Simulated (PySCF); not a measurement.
Geometry (Å), atoms numbered from 1 in this order:
```xyz
6

S     1.538   -0.222   -0.723
Si   -0.477   -0.188   -0.029
Cl   -1.273    1.720   -0.013
H     2.034    0.426    0.355
H    -0.579   -0.709    1.360
H    -1.237   -1.022   -0.994
```

Geometry: PBE0-D3(BJ)/def2-SVP; GIAO shifts from PySCF 2.14, gas phase, non-relativistic, averaged over equivalent atoms.

At PBE0/IGLO-III (162 basis functions, 7.8 s wall time on 1 thread of an Arm Neoverse V1, shared host):
```json
{"atoms": "S1", "δ (ppm)": "-150.4"}
{"atoms": "Si2", "δ (ppm)": "-9.5"}
{"atoms": "Cl3", "δ (ppm)": "50.2"}
{"atoms": "H5/H6", "δ (ppm)": "5.84"}
{"atoms": "H4", "δ (ppm)": "0.95"}
```

Chemical shifts δ = σref − σ; 33S (518.71 ppm) vs CS2; TMS for 29Si (345.34 ppm) and 1H (31.37 ppm); HCl for 35Cl (944.80 ppm), all at this level.

What do these become at mPW1PW91/pcSseg-2?

Results:


| atoms | δ at mPW1PW91/pcSseg-2 | change |
| --- | --- | --- |
| S1 | -161.4 | -11.0 |
| Si2 | -5.7 | +3.8 |
| Cl3 | 41.6 | -8.6 |
| H5/H6 | 5.60 | -0.24 |
| H4 | 1.12 | +0.17 |

Shifts are taken against calculated references (same method and geometry level): 33S (σref 499.37) against CS2; 29Si (σref 340.01) and 1H (σref 31.29) against TMS; HCl for 35Cl (σref 937.51).

The largest change is at S1 (sulfur bonded to Si, H). Cost: 171 basis functions, 8.1 s wall time on 1 thread of an Arm Neoverse V1, shared host.
